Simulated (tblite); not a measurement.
Species: C4H2N (doublet state).
Numbering: `[N:1]#[C:2][C:3]1=[C:4][CH2:5]1` (hydrogens: H6, H7 on C5)

Calculated harmonic vibrations of the isolated species, GFN2-xTB (tblite), most abundant isotopes, no scaling. This tight-binding method is rough: wavenumbers can miss measured ones by several per cent, in bad cases by 10 to 20. Open shells enter through the occupations alone, without spin polarisation, and single modes of such species can be off by tens of per cent.

Harmonic wavenumbers (cm⁻¹): 173.0, 195.6, 488.5, 498.5, 614.9, 706.6, 954.3, 977.3, 996.0, 1154.8, 1432.3, 1858.6, 2297.8, 3035.6, 3040.2.

A = 28189, B = 3390, C = 3088 MHz; mass 64.019 u (most abundant isotopes); point group Cs, symmetry number 1; spin multiplicity 2.

Question: Zero-point energy?

Answer: ½Σν̃ = 9212 cm⁻¹ = 26.34 kcal/mol.

Question: Entropy at 200 K, 1 bar (ideal gas, RRHO, classical rotation)?

Answer: Translation 36.43, rotation 23.31, vibration 3.93, spin (R ln 2) 1.38: S = 65.0 cal/(mol K).

Question: And Cp and H(200 K) − H(0)?

Answer: Cp = 14.02 cal/(mol K), of which vibrations give 6.07 (their classical limit is 15 R = 29.8); H(200 K) − H(0) = 2.10 kcal/mol without the zero-point energy, 0.51 from vibrations.

Question: What must be added to the electronic energy to get the Gibbs energy at 200 K and 1 bar?

Answer: ZPE + [H(200 K) − H(0)] − T·S = 26.34 + 2.10 − 13.01 = 15.43 kcal/mol.

Question: Which modes carry the vibrational entropy at 200 K?

Answer: 173.0 cm⁻¹: 1.68; 195.6 cm⁻¹: 1.46; 488.5 cm⁻¹: 0.27; 498.5 cm⁻¹: 0.26; 614.9 cm⁻¹: 0.13; 706.6 cm⁻¹: 0.08 cal/(mol K); the other 9 give 0.05 together.

Question: How do the functions run with temperature in this model?

Answer: 
| T (K) | S (cal/(mol K)) | Cp (cal/(mol K)) | H − H(0) (kcal/mol) | G − H(0) (kcal/mol) | ln q(vib) |
| --- | --- | --- | --- | --- | --- |
| 50 | 50.2 | 8.5 | 0.40 | -2.11 | 0.01 |
| 100 | 56.7 | 10.4 | 0.88 | -4.80 | 0.15 |
| 298.15 | 71.3 | 17.6 | 3.65 | -17.61 | 1.37 |
| 373.15 | 75.5 | 20.0 | 5.06 | -23.12 | 1.93 |
| 500 | 81.9 | 23.2 | 7.81 | -33.12 | 2.91 |
| 750 | 92.2 | 27.6 | 14.21 | -54.92 | 4.80 |
| 1000 | 100.5 | 30.4 | 21.49 | -79.04 | 6.58 |

q(vib) and H(0) count from the zero-point level.

Hindered rotation and anharmonicity are outside this model.

On one thread, Arm Neoverse V2 (aarch64), shared host, this took under 0.1 s. This covers the Hessian and the dipole derivatives.
